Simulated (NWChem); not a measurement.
The numbers come from NWChem runs, not from measurements. System: F2, charge 0, spin multiplicity 1, displaced from the optimised geometry. Level: MP2/cc-pVDZ, 2 core orbitals frozen, spin-restricted.

Job file:

```
start mol
memory heap 200 mb stack 800 mb global 1000 mb
geometry units angstroms nocenter noautoz noautosym
  F      0.000000     0.000000     0.688226
  F      0.000000     0.000000    -2.752904
end
basis spherical
  * library cc-pvdz
end
scf
  rhf
  nopen 0
  maxiter 100
  thresh 1e-7
  semidirect memsize 60000000 filesize 0
end
mp2
  freeze core 2
end
task mp2 energy
```

Output (cleaned and shortened):

```
             Northwest Computational Chemistry Package (NWChem) 7.3.0
             --------------------------------------------------------

                                NWChem Input Module
                                -------------------

 Scaling coordinates for geometry "geometry" by  1.889725989
 (inverse scale =  0.529177249)

                             Geometry "geometry" -> ""
                             -------------------------

 Output coordinates in angstroms (scale by  1.889725989 to convert to a.u.)

  No.       Tag          Charge          X              Y              Z
 ---- ---------------- ---------- -------------- -------------- --------------
    1 F                    9.0000     0.00000000     0.00000000     0.68822600
    2 F                    9.0000     0.00000000     0.00000000    -2.75290400

 Effective nuclear repulsion energy (a.u.)      12.4561865344

            Nuclear Dipole moment (a.u.)
            ----------------------------
        X                 Y               Z
 ---------------- ---------------- ----------------
     0.0000000000     0.0000000000   -35.1150810718


 Summary of "ao basis" -> "" (spherical)
 ------------------------------------------------------------------------------
       Tag                 Description            Shells   Functions and Types
 ---------------- ------------------------------  ------  ---------------------
 *                          cc-pvdz                   on all atoms

 Summary of "ao basis" -> "ao basis" (spherical)
 ------------------------------------------------------------------------------
       Tag                 Description            Shells   Functions and Types
 ---------------- ------------------------------  ------  ---------------------
 F                          cc-pvdz                  6       14   3s2p1d

                                 NWChem SCF Module
                                 -----------------

  ao basis        = "ao basis"
  functions       =    28
  atoms           =     2
  closed shells   =     9
  open shells     =     0
  charge          =   0.00
[...]
     1   1 0 0     -0.000000      0.000000      0.000000
     1   0 1 0      0.000000      0.000000      0.000000
     1   0 0 1      0.000000      0.000000    -35.115081

     2   2 0 0     -7.066030      0.000000      0.000000
     2   1 1 0     -0.000000      0.000000      0.000000
     2   1 0 1      0.000000      0.000000      0.000000
     2   0 2 0     -7.066030      0.000000      0.000000
     2   0 1 1     -0.000000      0.000000      0.000000
     2   0 0 2     -6.041100      0.000000    258.792242

                   NWChem MP2 Semi-direct Energy/Gradient Module
                   ---------------------------------------------

  Basis functions       =     28
  Molecular orbitals    =     28
  Frozen core           =      2
  Frozen virtuals       =      0
  Active alpha occupied =      7
  Active beta occupied  =      7
  Active alpha virtual  =     19
  Active beta virtual   =     19
  Use MO symmetry       = F
  Use skeleton AO sym   = F

  AO/Fock/Back tols     =   1.0D-09  1.0D-09  1.0D-09

 GA uses MA = F    GA memory limited = T

 Available:
  local mem=  1.15D+08
 global mem=  1.31D+08
 local disk=  0.00D+00
  mp2_memr nvloc                    19
  nvloc new                    19
   1 passes of   7:        2097152                       4990                    139760.
   1 passes of   7: M    114686330           G      131070432           F     112589178.

 Semi-direct pass number   1 of   1  for RHF alpha+beta  at        0.1s
  vrange nnbf                   306
  mp2_eaftype                    10  avail_ma_in_mb                   999
 EAF : mp2_eaftype filesize          10      69880.
  mp2_eaf for mointskh                     10
Node 0 wrote      0.3 Mb in      0.0 s     Agg I/O rate:  1002.2 Mb/s
 Done moints_semi at        0.2s
  mp2_eaftype                    10  avail_ma_in_mb                   989
 EAF : mp2_eaftype filesize          10      69880.
  mp2_eaf for kh                    10
 Done maket at        0.2s
 Done multipass loop at        0.2s

          -------------------------------------------
          SCF energy                -198.377677805754
          Correlation energy          -0.775490237921
          Singlet pairs               -0.604252321776
          Triplet pairs               -0.171237916145
          Total MP2 energy          -199.153168043675
          -------------------------------------------

          ---------------------------------------------------
                    Spin Component Scaled (SCS) MP2
          Same spin pairs                     -0.114158610764
          Same spin scaling factor             0.333333333333
          Opposite spin pairs                 -0.661331627158
          Opposite spin scaling fact.          1.200000000000
          SCS-MP2 correlation energy          -0.831650822844
          Total SCS-MP2 energy              -199.209328628598
          ---------------------------------------------------

 -----------------------
 Performance information
 -----------------------

 Timer overhead =  2.15D-07 seconds/call

               Nr. of calls         CPU time (s)                 Wall time (s)                GFlops
             ---------------    -------------------     ------------------------------   -------------------
Name         Min   Avg   Max    Min     Avg     Max     Min     Avg     Max   Mx/calls   Min     Max     Sum
mp2: moin     1     1     1   8.14E-2 8.14E-2 8.14E-2  8.14E-2 8.14E-2 8.14E-2 8.14E-2   0.0     0.0     0.0
mp2: make     1     1     1   9.62E-3 9.62E-3 9.62E-3  9.62E-3 9.62E-3 9.62E-3 9.62E-3   0.0     0.0     0.0
mp2: tota     1     1     1   0.10    0.10    0.10     0.10    0.10    0.10    0.10      0.0     0.0     0.0

 The average no. of pstat calls per process was 3.00D+00
 with a timing overhead of 6.46D-07s

 Task  times  cpu:        0.2s     wall:        0.2s

 Total times  cpu:        0.2s     wall:        0.2s
```
